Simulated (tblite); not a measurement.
Propane, C3H8.
SMILES: `CCC`

Computed values, GFN2-xTB/tblite, gas phase, harmonic and unscaled. The method is semi-empirical: single wavenumbers can be off by several per cent or more.

Harmonic wavenumbers (cm⁻¹): 206.5, 257.2, 374.4, 793.9, 928.5, 935.7, 952.3, 1116.7, 1168.1, 1207.9, 1272.7, 1345.3, 1413.2, 1421.1, 1499.0, 1500.1, 1504.3, 1509.7, 1511.1, 2966.6, 2980.9, 3026.8, 3027.9, 3032.0, 3035.7, 3037.3, 3037.8.

A = 29389, B = 8588, C = 7584 MHz; mass 44.063 u (most abundant isotopes); point group C2v, symmetry number 2.

Problem. Zero-point energy?

Solution. Half the sum of the wavenumbers: 22531 cm⁻¹ = 269.53 kJ/mol.

Problem. What is S at 500 K and 1 bar for an ideal gas of classical rigid rotors and harmonic oscillators?

Solution. Translation 166.82, rotation 95.43, vibration 51.82: S = 314.1 J/(mol K).

Problem. And Cp and H(500 K) − H(0)?

Solution. Cp = 108.86 J/(mol K), of which vibrations give 75.60 (their classical limit is 27 R = 224.5); H(500 K) − H(0) = 32.39 kJ/mol without the zero-point energy, 15.76 from vibrations.

Problem. How do the functions run with temperature in this model?

Solution. 
```tsv
T (K)	S (J/(mol K))	Cp (J/(mol K))	H − H(0) (kJ/mol)	G − H(0) (kJ/mol)	ln q(vib)
150	229.9	48.1	5.81	-28.67	0.27
250	257.3	61.2	11.24	-53.10	0.78
298.15	268.8	69.5	14.38	-65.76	1.06
400	292.0	89.5	22.46	-94.33	1.72
600	335.5	126.2	44.17	-157.12	3.23
900	394.8	166.2	88.44	-266.85	5.77
```

q(vib) and H(0) count from the zero-point level.

Problem. Which modes carry the vibrational entropy at 500 K?

Solution. 206.5 cm⁻¹: 12.76; 257.2 cm⁻¹: 11.00; 374.4 cm⁻¹: 8.09; 793.9 cm⁻¹: 3.05; 928.5 cm⁻¹: 2.25; 935.7 cm⁻¹: 2.21 J/(mol K); the other 21 give 12.46 together.

Problem. What must be added to the electronic energy to get the Gibbs energy at 500 K and 1 bar?

Solution. ZPE + [H(500 K) − H(0)] − T·S = 269.53 + 32.39 − 157.03 = 144.89 kJ/mol.

Hindered rotation and anharmonicity are outside this model.
